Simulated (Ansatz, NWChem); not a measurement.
**How basis sets differ on BNH2Cl (SMILES N[B]Cl)**

BNH2Cl: 5 atoms, total charge 0, spin state doublet. As SMILES, `N[B]Cl`. The shape is that of a PBE0-D4/def2-TZVP optimisation. This is one conformer, not always the lowest.

Quantity: the vertical ionisation energy (to the singlet cation), in eV. The values are calculated.

| level | kind | program | value (eV) | CPU time (all runs) |
| --- | --- | --- | --- | --- |
| UPBE0/pcseg-2 | global hybrid | NWChem | 8.41 | 39 s |
| UPBE0/STO-3G | global hybrid | Ansatz | 6.84 | 3 s |
| UPBE0/pcseg-0 | global hybrid | NWChem | 8.55 | 4 s |
| UPBE0/pcseg-1 | global hybrid | NWChem | 8.50 | 9.1 s |

The values span 6.84 to 8.55 eV. CPU times are rough (shared hosts, several kinds of processor): they show what a rung costs within a factor of a few.
